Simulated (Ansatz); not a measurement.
This geometry of CH$_{4}$BS (7 atoms, charge 0, multiplicity 2) is a first-order saddle point.

The calculation used UKS PBE0-D4/def2-SVP in Ansatz 0.2.0.

```xyz
7
Properties=species:S:1:pos:R:3
C -0.489 0.750 -0.686
B 0.073 0.101 0.580
S 1.512 -1.081 0.470
H -0.049 0.574 -1.675
H -1.353 1.426 -0.676
H -0.386 0.377 1.664
H 0.692 -2.146 0.322
```

**Question.** Which two structures does it join? (They come from a converged band through this point; their orientation in space is the band's.)

**Answer.** No bond is made or broken. The dihedral C1–B2–S3–H7 goes from 0 to -180°.

First end point:

```xyz
7
Properties=species:S:1:pos:R:3
C -0.708 0.430 -0.592
B 0.135 0.246 0.663
S 1.381 -1.029 0.832
H -0.615 -0.203 -1.482
H -1.465 1.218 -0.677
H 0.021 0.952 1.637
H 1.250 -1.614 -0.381
```

Last end point:

```xyz
7
Properties=species:S:1:pos:R:3
C -0.857 0.516 -0.733
B 0.111 0.093 0.365
S 1.194 -1.301 0.036
H -0.923 0.013 -1.705
H -1.549 1.356 -0.610
H 0.176 0.653 1.432
H 1.848 -1.329 1.216
```

**Question.** How far does it lie above each of them?

**Answer.** 73.0 kJ/mol above the first and 73.4 kJ/mol above the second. This is the barrier of this one path; another mechanism may lie lower.

Run time: 72 s on 1 CPU thread of a shared host.
